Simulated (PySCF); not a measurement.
# Unknown compound

An unknown has the formula C$_{5}$H$_{9}$N. Its calculated NMR data are:

¹H NMR (300 MHz, computed): δ 10.74 (d, J = 2.1 Hz, 1H), 1.28 (d, J = 6.9 Hz, 3H), 1.08 (dd, J = 8.1, 2.1 Hz, 1H), 1.00 (d, J = 7.2 Hz, 3H), 0.44 (d of sept, J = 8.1, 7.0 Hz, 1H).

¹³C{¹H} NMR (computed): δ 182.2 (CH), 40.0 (CH), 34.5 (CH), 22.3 (CH3), 22.0 (CH3).

- shieldings: GIAO PBE0/pcSseg-1
- GFN2-xTB structure
- couplings computed with B3LYP/pcJ-1 (spin–dipole term only in couplings to heteroatoms)
- code: PySCF 2.14.0 with density-fitted response routines
- isolated molecule, relativity neglected, one computed conformer, equivalent nuclei averaged

δ = σ(ref) − σ, references computed at the same level: ¹H (σ = 31.72 ppm) and ¹³C (σ = 186.93 ppm) against TMS.

Q: Choose the structure that fits.
A. C=CC/C=N/C
B. C/N=C/C1CC1
C. CC(C)[C@H]1C=N1

A: C. 

Rings plus π bonds: 2 (1 ring in the answer). 5 carbon signals for 5 carbons: no two carbons are equivalent. Carbon types of the structure: 3 × CH, 2 × CH3, which accounts for all hydrogens. δC 182.2: C=N carbon. δC 40.0: sp3 CH; a saturated carbon with 3 carbon neighbours and no heteroatom attached. δC 22.3, 22.0: methyl carbon; a saturated carbon with 1 carbon neighbour and no heteroatom attached. δH 10.74: hydrogen on a C=N carbon. δH 1.08: hydrogen on a three-membered-ring carbon; cyclopropane-type protons are shielded by the ring. The protons at 0.44 and 1.00 share a coupling of 7.2 Hz (vicinal). The protons at 1.28 and 0.44 share a coupling of 6.9 Hz (vicinal).

The others: C=CC/C=N/C would give 6 signals for carbon-bound and other non-exchanging H, not 5; C/N=C/C1CC1 would give 4 carbon signals, not 5.

Splittings below 1 Hz are ignored in the labels, and close J values are merged. Unscaled 3J(H,H) at this level run about 10 % above measured values. Shifts are as computed. Against solution values, carbons near 30 ppm lie about +3 ppm off and those near 130 ppm about +5 ppm. Of 1211 compounds with measured shifts, 218 miss one by over three times the rms of a fit or turn the order of signals round; such compounds aren't used in these exercises. 3J across rotatable bonds or in flexible rings reflects this conformer alone.
